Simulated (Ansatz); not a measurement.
Species: C2H5, charge 0, multiplicity 2. SMILES: [CH2]C
Structure (B3LYP-D3(BJ)/def2-TZVP (Ansatz, a first-principles code) minimum search):
```
C
H 1 1.0926
H 1 1.0926 2 108.27
H 1 1.1011 2 106.35 3 113.94
C 1 1.4831 2 111.85 4 122.36
H 5 1.0812 1 120.96 2 154.81
H 5 1.0812 6 117.62 1 -172.29
```
Charge 0, spin multiplicity 2.

Property: atomisation energy, in kcal/mol. Conventions: non-relativistic; six Cartesian d functions in 6-31G* and its kin unless marked 5d; LANL2DZ all-electron up to Ne; 6-311+G** with 5d; atomisation electronic, to ground-state atoms; UHF or UKS for open shells; no dispersion term unless named; valence correlation only; spin-orbit terms left out. CBS marks a two-point X^-3 extrapolation of the correlation energy; Hartree-Fock from the larger set. The bracket is a focal-point correction in the basis named. Ab initio and DFT rows: single points at B3LYP-D3(BJ) geometries (Ansatz).

Coupled cluster (Ansatz) is a level with limits of its own, used here on species with T1 under 0.025 (0.045 for open shells) and stable references: RI-MP2/CBS(aug-cc-pVTZ,aug-cc-pVQZ)+[CCSD(T)-MP2]/aug-cc-pVTZ.

Value to compare with, RI-MP2/CBS(aug-cc-pVTZ,aug-cc-pVQZ)+[CCSD(T)-MP2]/aug-cc-pVTZ (Ansatz): 603.2 kcal/mol.

| level | program | atomisation energy (kcal/mol) | difference |
|---|---|---|---|
| HF/LANL2DZ | Ansatz | 450.3 | -152.9 |
| HF/6-31G* | Ansatz | 466.8 | -136.4 |
| HF/6-311+G** | Ansatz | 465.6 | -137.6 |
| SVWN5/6-31G* | Ansatz | 678.5 | 75.3 |
| PBE/LANL2DZ | Ansatz | 605.9 | 2.7 |
| PBE/6-31G* | Ansatz | 613.4 | 10.2 |
| BLYP/6-31G* | Ansatz | 599.8 | -3.4 |
| B3LYP/6-31+G* | Ansatz | 601.6 | -1.6 |
| B3LYP/def2-SVP | Ansatz | 606.2 | 3.0 |
| B3LYP/6-311+G** | Ansatz | 602.2 | -1.0 |
| PBE0/6-31G* | Ansatz | 607.7 | 4.5 |
| PBE0/6-311+G** | Ansatz | 604.9 | 1.7 |
| MP2/LANL2DZ | Ansatz | 518.4 | -84.8 |
| r2SCAN-D4/def2-TZVPD | Ansatz + dftd4 | 608.0 | 4.8 |
| B3LYP-D3(BJ)/def2-TZVPD | Ansatz + dftd3 | 607.2 | 4.0 |
| PBE0/def2-TZVPD | Ansatz | 606.6 | 3.4 |

Among the 13 habitual levels, HF/LANL2DZ lies farthest from RI-MP2/CBS(aug-cc-pVTZ,aug-cc-pVQZ)+[CCSD(T)-MP2]/aug-cc-pVTZ (Ansatz) (-152.9 kcal/mol) and B3LYP/6-311+G** nearest (-1.0); 6 of 13 lie above it, and their mean absolute difference is 47.3 kcal/mol, the median 4.5. One case shows no general order.

The levels are drawn from those run, B3LYP/6-31G* more often than the rest, none by its result; runs whose electronic state is in doubt are left out.
